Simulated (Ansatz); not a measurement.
Process, species as SMILES: [O+]#[Si-] (O-Si) → OSi+ (doublet, bonded as [Si-]#[O+]) + e-
B3LYP-D3(BJ)/def2-TZVP geometries, fixed; electronic energies without zero-point terms.

How fast the adiabatic ionisation energy converges with the basis for several methods (Ansatz, an electronic-structure program): deviation from each method's own reference, in eV. References: B2PLYP 11.877 eV, the value in aug-cc-pV(5+d)Z; PBE 11.292 eV, the value in aug-cc-pV(5+d)Z; PBE0 11.409 eV, the value in aug-cc-pV(5+d)Z. All functions are spherical. In correlated methods cores are frozen. The T1 diagnostic of CCSD is high for at least one species. Open shells are unrestricted. No added dispersion term, no relativity. 

```tsv
basis	functions	B2PLYP	PBE	PBE0
6-31G	22	-0.572	-0.052	-0.040
3-21G	22	-0.772	-0.246	-0.222
pcseg-1	32	-0.189	0.046	0.083
def2-SVPD	47	-0.045	0.065	0.086
6-311++G(2d,2p)	62	0.016	0.058	0.071
pcseg-2	64	-0.078	-0.008	-0.002
cc-pV(T+d)Z	69	-0.089	-0.036	-0.026
def2-TZVPP	73	-0.062	-0.022	-0.015
jun-cc-pV(T+d)Z	87	-0.028	0.013	0.014
cc-pV(Q+d)Z	119	-0.031	-0.013	-0.009
def2-QZVPPD	142	-0.017	-0.001	-0.001
aug-cc-pV(5+d)Z	263	0.000	0.000	0.000
```

Mean absolute deviation over 6-311++G(2d,2p), pcseg-2, cc-pV(T+d)Z, def2-TZVPP, jun-cc-pV(T+d)Z: PBE0 0.026, PBE 0.027, B2PLYP 0.055 eV.
